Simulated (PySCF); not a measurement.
## input.py for O2

File input.py (PySCF 2.14):

```python
from pyscf import gto, scf, mp

mol = gto.M(
    atom='O 0 0 0; O 0 0 1.08',
    basis='6-311++g**',
    charge=0,
    spin=2,
    verbose=4,
)
mf = scf.UHF(mol)
mf.kernel()
mp.MP2(mf, frozen=2).kernel()
mf.dip_moment()
print('orbital energies (hartree):', [e[max(0, n-3):n+3].round(4) for e, n in zip(mf.mo_energy, mol.nelec)])
```

```bash
$ python input.py
```

The log (some set-up lines and the per-cycle HOMO/LUMO lines with their warnings removed):

```
PySCF version 2.14.0

[INPUT] Symbol           X                Y                Z      unit          X                Y                Z       unit  Magmom
[INPUT]  1 O      0.000000000000   0.000000000000   0.000000000000 AA    0.000000000000   0.000000000000   0.000000000000 Bohr   0.0
[INPUT]  2 O      0.000000000000   0.000000000000   1.080000000000 AA    0.000000000000   0.000000000000   2.040904214530 Bohr   0.0

nuclear repulsion = 31.358649536
number of shells = 20
number of NR pGTOs = 70
number of NR cGTOs = 44
basis = 6-311++g**
ecp = {}

******** <class 'pyscf.scf.uhf.UHF'> ********
method = UHF
initial guess = minao
damping factor = 0
level_shift factor = 0
DIIS = <class 'pyscf.scf.diis.CDIIS'>
SCF conv_tol = 1e-09
SCF max_cycles = 50
number electrons alpha = 9  beta = 7
init E= -150.138961583968

cycle= 1 E= -149.602880447841  delta_E= 0.536  |g|= 0.313  |ddm|= 1.12
cycle= 2 E= -149.641720304152  delta_E= -0.0388  |g|= 0.114  |ddm|= 0.322
cycle= 3 E= -149.646901215615  delta_E= -0.00518  |g|= 0.0379  |ddm|= 0.0809
cycle= 4 E= -149.648239839059  delta_E= -0.00134  |g|= 0.011  |ddm|= 0.0635
cycle= 5 E= -149.648371453751  delta_E= -0.000132  |g|= 0.00263  |ddm|= 0.0243
cycle= 6 E= -149.648378420641  delta_E= -6.97e-06  |g|= 0.000384  |ddm|= 0.0078
cycle= 7 E= -149.648378548426  delta_E= -1.28e-07  |g|= 9.85e-05  |ddm|= 0.000669
cycle= 8 E= -149.648378556684  delta_E= -8.26e-09  |g|= 1.14e-05  |ddm|= 0.000179
cycle= 9 E= -149.648378556771  delta_E= -8.79e-11  |g|= 1.38e-06  |ddm|= 3.27e-05
Extra cycle  E= -149.648378556773  delta_E= -1.53e-12  |g|= 4.3e-07  |ddm|= 4.8e-06
converged SCF energy = -149.648378556773  <S^2> = 2.0313707  2S+1 = 3.0208414

******** <class 'pyscf.mp.ump2.UMP2'> ********
nocc = (np.int64(7), np.int64(5)), nmo = (42, 42)
frozen orbitals 2
E(UMP2) = -149.9938680384  E_corr = -0.345489481627118
E(SCS-UMP2) = -149.973305500258  E_corr = -0.324926943485029
E_corr(same-spin) = -0.103454347462515
E_corr(oppo-spin) = -0.242035134164603
Dipole moment(X, Y, Z, Debye):  0.00000, -0.00000,  0.00000
orbital energies (hartree): [array([-0.8115, -0.5003, -0.5003,  0.1795,  0.1804,  0.2099]), array([-0.7352, -0.6472, -0.6472,  0.1366,  0.1366,  0.1852])]
```

In short: E(SCF) = -149.648379 Eh, 9 cycles, E(MP2) − E(SCF) = -0.34549 Eh, ⟨S²⟩ = 2.031, μz(SCF) = 0.00 D.

Wall time 1.7 s on one thread of a shared host.

The bond length is a typed value, not an optimised one. No search for the lowest solution was made.
